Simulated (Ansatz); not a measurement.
The same path of BFH₂ (4 atoms, charge 0, multiplicity 1) was run twice with different band settings. Lost on the way: B1–H2, B1–H3. Made: H2–H3.

Level of theory: Ansatz, RKS PBE0-D4/6-31G*.

Relaxed end points:

```xyz
4
Properties=species:S:1:pos:R:3
B 0.318 0.000 0.183
H 0.274 0.000 1.382
H 1.333 0.000 -0.453
F -0.825 0.000 -0.476
```

```xyz
4
Properties=species:S:1:pos:R:3
B -0.505 0.000 -1.018
H 1.886 0.000 1.754
H 1.478 0.000 1.131
F -1.758 0.000 -1.231
```

Common settings: spring 5.0 eV/Å²; optimiser quadratic models (default); start path through a guess of the saddle point; force threshold 0.05 eV/Å; iteration limit 60; end points relaxed.

| run | movable images | climbing image |
| --- | --- | --- |
| 1 | 5 | yes |
| 2 | 6 | no |

Task: What does each run give, and how far can it be trusted?

Result: Run 1: converged after 17 iterations, highest image 4.455 eV above the first end. Neighbouring images differ by up to 2.9 eV, so the band resolves the path poorly. A vibrational analysis at the climbing image gives one clearly imaginary mode, 1614i cm⁻¹: a first-order saddle point.
Run 2: converged after 20 iterations, highest image 4.442 eV above the first end. Neighbouring images differ by up to 3.0 eV, so the band resolves the path poorly. No image climbed, so the highest image needn't sit at the top of the path.
The orbitals stay closed-shell, which can raise the energy where a bond breaks towards radicals; this wasn't checked here.
